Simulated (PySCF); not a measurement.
# Chlorine: a sound run and one with changed settings

Sound run: Cl [Ne] 3s2 3p5, Cl+ [Ne] 3s2 3p4. Calculation: PySCF 2.14, in x2c-TZVPall (5s5p2d1f, 37 functions); scalar relativity by spin-free X2C-1e. In the sound run the correlated levels freeze [Ne]. The sound run starts from symmetry-adapted Hartree-Fock orbitals and uses a fine grid where one is needed.

Changed run: no relativity, point nucleus. This setting is unsound on purpose.

```
species   method  sound run (hartree)  changed run (hartree)  converged
     Cl      UHF           -460.88778             -459.22483        yes
     Cl   M06-2X           -461.56403             -459.89463        yes
     Cl      PBE           -461.38210             -459.71350        yes
     Cl      MP2           -461.04303             -459.38001        yes
     Cl  CCSD(T)           -461.07276             -459.40984        yes
    Cl+      UHF           -460.45561             -458.79193        yes
    Cl+   M06-2X           -461.08624             -459.41629        yes
    Cl+      PBE           -460.90659             -459.23725        yes
    Cl+      MP2           -460.57638             -458.91271        yes
    Cl+  CCSD(T)           -460.60619             -458.94266        yes
```

Ionisation energy of Cl:

```
 method  sound run (eV)  changed run (eV)
    UHF          11.760            11.780
 M06-2X          13.001            13.016
    PBE          12.939            12.959
    MP2          12.698            12.716
SCS-MP2          12.694            12.712
   CCSD          12.659            12.676
CCSD(T)          12.696            12.713
```

Most of the change in total energy is the relativistic energy itself. On top of that the contraction fixes the core shape for the Hamiltonian it was made with, so the changed run is not a good calculation with the other Hamiltonian either.

For comparison, NIST gives 12.968 eV between the lowest levels.
